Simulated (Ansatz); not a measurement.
in.yaml

```yaml
crystal:
  periodic: [false, false, false]
  atoms:
    - {symbol: Ge, position_ang: [0.000000, -0.035816, 0.000000]}
    - {symbol: H, position_ang: [0.000000, 1.290582, -2.299173]}
    - {symbol: H, position_ang: [0.000000, 1.290582, 2.299173]}
basis:
  gaussian: {orbitals: cc-pVDZ}
magnetization: {spin_polarized: false, initial_magnetization: 2}
correlation: {method: fic_mrcisd_q, electrons: outside_noble_gas, active_space: {window: {electrons: 6, orbitals: 6}, shells: [{species: Ge, l: s, shell: 4}, {species: Ge, l: p, shell: 4}, {species: H, l: s, shell: 1}]}}
```

```sh
$ ansatz run in.yaml --threads 1 --pin off --events-out ev --progress --plain --max-ram 2393MiB
```

Log:

```
681 factors; integrals over basis functions are off by at most 8.5e-8 eV
mean field evaluation 1: about -56496.7225 eV, gradient 6.1e0 eV
mean field evaluation 2: about -56496.7338 eV, gradient 6.1e0 eV
mean field evaluation 4: about -56497.1420 eV, gradient 5.1e-1 eV
mean field evaluation 8: about -56497.1482 eV, gradient 1.2e-1 eV
mean field evaluation 16: about -56497.1486 eV, gradient 2.0e-4 eV
mean field evaluation 32: about -56498.0002 eV, gradient 3.3e-6 eV
mean field evaluation 64: about -56496.7320 eV, gradient 9.9e-4 eV
mean field evaluation 96: about -56496.6241 eV, gradient 3.7e-1 eV
mean field evaluation 128: about -56497.8312 eV, gradient 4.2e0 eV
mean field evaluation 160: about -56497.6113 eV, gradient 2.0e-1 eV
mean field evaluation 192: about -56498.0002 eV, gradient 3.2e-6 eV
mean field -56498.00022760 eV, -2076.2632126442 hartree, gradient 3.2e-6 eV, S^2 2.000000; 19 other end points of the search recorded, 0 dependent functions left out
reference -56498.00022760 eV, -2076.2632126442 hartree; 18, 16 occupied and 19, 21 virtual orbitals, 681 factors
state -56499.78285464 eV, -2076.3287229796 hartree
contracted CI cycle   1: correlation 0.00000000 eV, 0.0000000000 hartree, residual 7.16e0 eV
contracted CI cycle   2: correlation -1.37891598 eV, -0.0506742274 hartree, residual 1.31e0 eV
contracted CI cycle   3: correlation -1.41936336 eV, -0.0521606413 hartree, residual 2.75e-1 eV
contracted CI cycle   4: correlation -1.42103423 eV, -0.0522220448 hartree, residual 5.90e-2 eV
contracted CI cycle   5: correlation -1.42110664 eV, -0.0522247056 hartree, residual 1.46e-2 eV
contracted CI cycle   6: correlation -1.42111138 eV, -0.0522248800 hartree, residual 3.10e-3 eV
contracted CI cycle   7: correlation -1.42111161 eV, -0.0522248883 hartree, residual 6.92e-4 eV
state -56499.78285464 eV, -2076.3287229796 hartree; corrected -56501.26643084 eV, -2076.3832433993 hartree
Total energy: -56501.26643084 eV, -2076.3832433993 hartree
Checks for a lower state left out: starts, orbital_swaps
```

Natural occupations: 1.9624 1.6464 1.0187 1.0000 0.2320 0.1405.

For the same geometry and basis full CI lies 13.3 meV higher.

Ran on 1 thread of Arm Neoverse V1, shared host: 3 s wall, 0.1 GiB peak host memory.
